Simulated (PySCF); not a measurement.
Gas-phase reaction: SiH3 + 2 HCl → SiHCl2 + 2 H2

Method: PySCF energies plus ideal-gas RRHO corrections (1 bar). † marks an energy on the PBE0/def2-TZVP geometry and frequencies; other levels use their own. MP2 freezes the core. Open shells (unrestricted): SiH3 (multiplicity 2), SiHCl2 (multiplicity 2); the rest are closed-shell singlets. SiHCl2: computed as isolated molecules; such fragments, hydroxides, amides, oligomers or adducts are transient or little studied in the gas. MP2 isn't extrapolated to the basis-set limit.

```json
[
 {"level": "BLYP/def2-TZVP†", "ΔH°(298 K), kJ": "-159"},
 {"level": "HF/def2-TZVP†", "ΔH°(298 K), kJ": "…"},
 {"level": "MP2/def2-SVP†", "ΔH°(298 K), kJ": "…"},
 {"level": "PBE/def2-SVP", "ΔH°(298 K), kJ": "-149"},
 {"level": "PBE/def2-TZVP†", "ΔH°(298 K), kJ": "…"},
 {"level": "PBE0/def2-QZVP†", "ΔH°(298 K), kJ": "-151"},
 {"level": "PBE0/def2-SVP†", "ΔH°(298 K), kJ": "-137"},
 {"level": "PBE0/def2-TZVP", "ΔH°(298 K), kJ": "-156"},
 {"level": "r2SCAN/def2-TZVP†", "ΔH°(298 K), kJ": "…"},
 {"level": "ωB97X-V/def2-TZVP†", "ΔH°(298 K), kJ": "-160"}
]
```

### Question
Complete the blanks.

### Answer

- HF/def2-TZVP†, ΔH°(298 K), kJ: -131
- MP2/def2-SVP†, ΔH°(298 K), kJ: -131
- PBE/def2-TZVP†, ΔH°(298 K), kJ: -163
- r2SCAN/def2-TZVP†, ΔH°(298 K), kJ: -173
